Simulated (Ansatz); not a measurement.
**Al₂H (quartet): wave-function methods side by side, 6-31G**

How much of the correlation energy of Al₂H (quartet) does each wave-function method recover here?

Computed with Ansatz 0.2.0, Gaussian basis. Level: 6-31G, core rule «outside noble gas», up to 10 orbitals frozen.

The runs, in order: UHF; CCSD(T) on ROHF; CCSD(T) on UHF; BCCD(T) on ROHF; CISD; CCSDT(Q) on ROHF; CCSDT(Q) on UHF; CISDTQ; CCSDTQ on ROHF; CCSDTQ on UHF; CASSCF and MRCISD+Q, 7 electrons in 9 orbitals; CASSCF and NEVPT2, 7 electrons in 9 orbitals; Full CI.

22 further runs of the same task are left out: 10 that didn't finish, 12 set aside as unsound or not needed.

### 1 The geometry

The geometry is a PBE0/def2-TZVP stationary point (not a proven minimum) of the parent state, kept for this charge and spin.

3 atoms, charge 0, spin multiplicity 4.

Atoms are counted from 1 here; the program's logs count them from 0.

Bond lengths: Al1–Al2 2.677 Å, Al1–H3 1.619 Å. Angles: Al2–Al1–H3 180.0°.

### 2 UHF

File in.yaml:

```yaml
crystal:
  periodic: [false, false, false]
  atoms:
    - {symbol: Al, position_ang: [0.000000, 0.000000, 0.352569]}
    - {symbol: Al, position_ang: [0.000000, 0.000000, -2.324369]}
    - {symbol: H, position_ang: [0.000000, 0.000000, 1.971799]}
basis:
  gaussian: {orbitals: 6-31G}
magnetization: {spin_polarized: true, initial_magnetization: 3}
hamiltonian: {xc: hf}
output: {orbitals: {seedname: orbitals}}
```

Started as:

```sh
$ ansatz run in.yaml --threads 1 --pin off --events-out ev --progress --plain --max-ram 2393MiB
```

After this run come: CCSD(T) on ROHF; CCSD(T) on UHF; BCCD(T) on ROHF; CISD; CCSDT(Q) on ROHF; CCSDT(Q) on UHF; CISDTQ; CCSDTQ on ROHF; CCSDTQ on UHF; CASSCF and MRCISD+Q, 7 electrons in 9 orbitals; CASSCF and NEVPT2, 7 electrons in 9 orbitals; Full CI.

Before running them: what should the planned runs give, taken together? Wanted: FCI below the RHF energy; RMP2 from FCI; UMP2 from FCI; RCCSD from FCI; RCCSD(T) from FCI; UCCSD(T) from FCI; RCCSDT(Q) from FCI; UCCSDT(Q) from FCI; NEVPT2 valence from FCI.

The runs gave:

| quantity | value |
| --- | --- |
| FCI below the RHF energy | -2.2613 eV |
| RMP2 from FCI | +18.65 kcal/mol |
| UMP2 from FCI | +17.42 kcal/mol |
| RCCSD from FCI | +2.74 kcal/mol |
| RCCSD(T) from FCI | +1.06 kcal/mol |
| UCCSD(T) from FCI | +1.00 kcal/mol |
| RCCSDT(Q) from FCI | +0.13 kcal/mol |
| UCCSDT(Q) from FCI | +0.12 kcal/mol |
| NEVPT2 valence from FCI | +3.52 kcal/mol |
| MRCISD+Q valence from FCI | +0.10 kcal/mol |
| levels within 1 kcal/mol (43 meV) | UCCSD(T), RCCSDT, UCCSDT, CISDTQ, RCCSDT(Q), UCCSDT(Q), RCCSDTQ, UCCSDTQ, MRCISD valence, MRCISD+Q valence |
| T1 diagnostic | 0.071 |
| effectively unpaired electrons | 3.07 |

What this shows: RCCSD(T) lands +1.06 kcal/mol from the yardstick (2.0 % of the correlation energy). The occupations are near whole numbers, but T1 = 0.071 shows that the orbitals relax strongly. Of the multireference levels listed MRCISD+Q valence comes nearest in total energy (+0.10 kcal/mol), which doesn't show that its space is the better one. These misses are within one basis, not against nature; the frozen cores of restricted and unrestricted runs differ, which can shift their rows.
